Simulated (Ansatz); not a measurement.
HMg, vertical and adiabatic energies of changing the electron count

Program: the Ansatz DFT code, driven from Python.

Script `hmg.py`:
```python
# -*- coding: utf-8 -*-
from dataclasses import dataclass
import itertools
import logging
import sys
import warnings

import ansatz
from ase import Atoms
from ase.data import atomic_numbers, covalent_radii
import numpy as np

logging.basicConfig(stream=sys.stdout, format="[%(levelname)s] %(message)s")
log = logging.getLogger("ansatz_job")
log.setLevel(logging.INFO)


@dataclass(frozen=True)
class Options:
    basis_set: str = "def2-SVP"
    xc: str = "r2scan"
    charge: int = 1


cfg = Options()


def main():
    warnings.simplefilter("ignore", ansatz.DeckWarning)

    atoms = Atoms(["Mg", "H"], positions=[
        (0.0, 0.0, 0.0),
        (0.0, 0.0, 1.675),
    ])
    mol = ansatz.Crystal.molecule_from_ase(atoms)

    base = mol.calculation().basis(gaussian=cfg.basis_set).functional(cfg.xc).spin("collinear", total=1)
    symbols = [site.symbol for site in mol.cartesian_sites]
    start = np.array([site.position_ang for site in mol.cartesian_sites], dtype=float)
    r = base.relax(force_tolerance=0.01, max_steps=100).run(threads=1).report
    end = np.array(r["positions_ang"])

    minimum = ansatz.Crystal.molecule()
    for symbol, place in zip(symbols, end):
        minimum = minimum.atom(symbol, place.tolist())
    ion = (
        minimum.calculation()
        .basis(gaussian=cfg.basis_set)
        .functional(cfg.xc)
        .charge(cfg.charge)
    )
    vertical = ion.run(threads=1).report
    settled = ion.relax(force_tolerance=0.01, max_steps=80).run(threads=1).report
    log.info(f"vertical ionisation energy   {vertical['free_energy_ev'] - r['free_energy_ev']:.3f} eV")
    log.info(f"adiabatic, no zero point     {settled['free_energy_ev'] - r['free_energy_ev']:.3f} eV")
    log.info(f"relaxation energy of the ion {vertical['free_energy_ev'] - settled['free_energy_ev']:.3f} eV")
    ionised = np.array(settled["positions_ang"])
    radius = [covalent_radii[atomic_numbers[s]] for s in symbols]
    span = lambda where, i, j: np.linalg.norm(where[i] - where[j])
    bonded = [(i, j) for i, j in itertools.combinations(range(len(symbols)), 2) if min(span(end, i, j), span(ionised, i, j)) < 1.2 * (radius[i] + radius[j])]
    log.info("pair        before    after (A)")
    for i, j in bonded:
        print(f"{symbols[i]}{i}-{symbols[j]}{j}".ljust(10), f"{span(end, i, j):8.4f} {span(ionised, i, j):8.4f}")


if __name__ == "__main__":
    main()
```

Running `python hmg.py` prints:
```text
[INFO] vertical ionisation energy   7.110 eV
[INFO] adiabatic, no zero point     7.077 eV
[INFO] relaxation energy of the ion 0.033 eV
[INFO] pair        before    after (A)
Mg0-H1       1.7477   1.6614
```

What to keep in mind:
- The energies are electronic: no zero-point or thermal terms, and the basis set is short of its limit. The product may relax into another structure. Each relaxation finds its nearest minimum, which needn't be the lowest.
- The run takes the species as open-shell (spin multiplicity 2), which needn't be its ground state.
- Only the spin states typed were run; another state of an ion can lie lower, by up to an eV or two.
- The whole script took 10 s on 1 thread of Intel(R) Xeon(R) Platinum 8259CL CPU @ 2.50GHz (Skylake/Cascade Lake) (shared host), peak memory 0.2 GiB.
